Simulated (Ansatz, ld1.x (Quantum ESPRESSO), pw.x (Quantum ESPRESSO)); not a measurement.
tantalum (Ta): one change to the TM potential, in the atom and in the bcc crystal

Ta, norm-conserving Troullier–Martins (Kleinman–Bylander form), made with ld1.x (Quantum ESPRESSO) 7.5 (LDA (PW92), scalar-relativistic). Core [Xe] 4f14, reference 5d3 6s2 6p0. Waves: 6p (bound, empty): rc 4.15 bohr; 5d (bound): rc 1.90 bohr; 6s (bound): rc 2.90 bohr. Local part: the s channel. Core correction: none.

Change: core correction a·sin(br)/r model core inside 1.10 bohr.

Cutoffs, loose and tight: the cutoffs (Ry, on a coarse ladder) from which the occupation-weighted sum of valence levels, in a spherical-Bessel basis at the reference potential, stays within 10 and 1 mRy of its value at 400 Ry. They do not see the model core or the augmentation charge, which bear on the density cutoff. Test errors are all-electron minus pseudo excitation energies from the reference, over the configurations 5d3 6s1 6p0; 5d3 6s0 6p0; 5d2 6s0 6p0; 5d3 6s1.5 6p0; 5d3 6s0 6p2; 5d4 6s1 6p0; 5d3.5 6s1.5 6p0 (two spin-polarised tests are not counted in the largest error); variants that change the core or the reference have their own tests.

Crystal test: bcc Ta in pw.x 7.5, no spin, 14³ k-points, Fermi–Dirac smearing 0.01 Ry, cutoffs set for each file from its atomic test. The reference is all-electron LAPW (Ansatz 0.2.0) with the same functional, mesh and smearing; V0 and B0 come from Birch–Murnaghan fits to the pressures at five volumes. Errors are pseudo minus all-electron; Δ is the rms difference of the E(V) curves that follow from these fits, minima aligned, over ±6 % about the mean V0. Mesh and smearing are coarse, so the numbers serve the comparison and aren't converged zero-temperature values; the lattice is a test structure that the element need not adopt.

All-electron: a0 = 3.255 Å (V0 = 17.24 Å³/atom), B0 = 217.7 GPa.

Question: Does the change bring the crystal closer to the all-electron result?

Answer: The mean pressure error goes from -0.97 to +6.57 GPa, so the change moves the solid further from the all-electron pressures. The B0 error goes the other way, from -1.6 to +0.9 %.

```json
{"quantity": "outcome (atom)", "base": "generated", "changed": "generated"}
{"quantity": "cutoff, loose (atom)", "base": "30 Ry", "changed": "30 Ry"}
{"quantity": "cutoff, tight (atom)", "base": "35 Ry", "changed": "35 Ry"}
{"quantity": "bound ghosts (atom)", "base": "none", "changed": "none"}
{"quantity": "largest test error (meV) (atom)", "base": "+114", "changed": "-222"}
{"quantity": "cutoffs in pw.x (Ry)", "base": "45/180", "changed": "50/200"}
{"quantity": "a0 (Å)", "base": "3.250", "changed": "3.284"}
{"quantity": "a0 error (%)", "base": "-0.14", "changed": "+0.91"}
{"quantity": "B0 error (%)", "base": "-1.6", "changed": "+0.9"}
{"quantity": "Δ (meV/atom)", "base": "3.5", "changed": "22.9"}
{"quantity": "mean pressure error (GPa)", "base": "-0.97", "changed": "+6.57"}
```

Base: The largest radius (4.15 bohr) exceeds half the bond length (2.66 bohr), so the spheres overlap, which is one possible source of error among others. Changed file: The largest radius (4.15 bohr) exceeds half the bond length (2.66 bohr), so the spheres overlap, which is one possible source of error among others. This is a poor potential for the solid. The atomic cutoffs weigh occupied waves only.
